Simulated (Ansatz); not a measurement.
Born–Oppenheimer molecular dynamics of BH3O (5 atoms, charge 0, multiplicity 1). It starts at the highest image of a converged band. Of that band: The profile has 2 maxima (images 1, 5) with wells between them (image 2): this band takes more than one step, which may be the mechanism or a detour left from its start path. Neighbouring images differ by up to 2.4 eV, so the band resolves the path poorly. A vibrational analysis at the climbing image gives one clearly imaginary mode, 1037i cm⁻¹: a first-order saddle point.

Computed with RKS PBE-D4/def2-TZVP (Ansatz 0.2.0).

| Quantity | Value |
| --- | --- |
| ensemble | NVE (velocity Verlet) |
| time step | 0.5 fs |
| steps asked | 200 |
| starting velocities drawn for | 100 K |
| seed | 10709 |

First frame:

```xyz
5
Properties=species:S:1:pos:R:3
B -0.271 0.140 0.208
H 0.864 -0.352 1.300
O 1.278 -0.074 0.375
H 1.843 -0.692 -0.175
H -0.527 0.026 -0.981
```

Problem. What does the run give?

Solution. The run went to its last step.

| Item | Value |
| --- | --- |
| steps done | 200 |
| time covered | 100 fs |
| mean temperature over the second half | 238 K |
| spread of the potential energy over the second half | 8.9 meV per atom |
| mean potential energy of the second half above the start | -10.7 meV per atom |

The conserved energy stayed within 0.1 meV per atom of its start (net change 0.009 meV per atom), so the integration is sound. The kinetic energy rose, since the run started high on the potential surface and went downhill. A run of 0.1 ps of so small a system gives no equilibrium averages. The orbitals stay closed-shell, which can raise the energy where a bond breaks towards radicals; this wasn't checked here.

Problem. What happens to the structure?

Solution. Between its relaxed ends the band would form H2–O3 and break B1–H2. These pairs go: H2–O3 1.05 → 0.96 Å, B1–H2 1.65 → 2.32 Å. In the last frame they stand as after the step (other bonds may differ from the relaxed reactants and products). It ends as one piece, BH3O. Pairs count as bonded within 1.25 times the sum of covalent radii (0.12 Å more for H–H). Another seed would give other details.

Problem. How do temperature and energy run in time?

Solution. 
```csv
time (fs),T (K),potential energy less start (eV),conserved less start (meV/atom)
0,100,0.000,0.00
3,35,0.026,0.08
6,85,0.006,0.00
9,40,0.023,0.08
12,123,-0.009,0.01
15,153,-0.020,0.08
18,279,-0.069,0.03
21,417,-0.123,0.00
24,449,-0.135,0.07
27,407,-0.119,0.02
30,392,-0.113,0.00
33,359,-0.100,0.08
36,310,-0.081,0.02
39,280,-0.070,0.01
42,305,-0.079,0.10
45,368,-0.104,0.00
48,342,-0.094,0.01
51,320,-0.085,0.08
54,325,-0.087,0.01
57,269,-0.066,0.01
60,146,-0.017,0.08
63,112,-0.004,0.02
66,71,0.011,0.05
69,76,0.009,0.02
72,78,0.009,0.03
75,110,-0.003,0.05
78,236,-0.053,0.01
81,323,-0.086,0.05
84,366,-0.103,0.05
87,414,-0.122,-0.02
90,370,-0.104,0.07
93,318,-0.084,0.03
96,265,-0.064,-0.01
99,237,-0.053,0.09
```

Run time: 2.5 min on 1 thread of Intel(R) Xeon(R) Platinum 8488C (Sapphire Rapids), with other jobs on the host, peak memory 0.12 GiB.
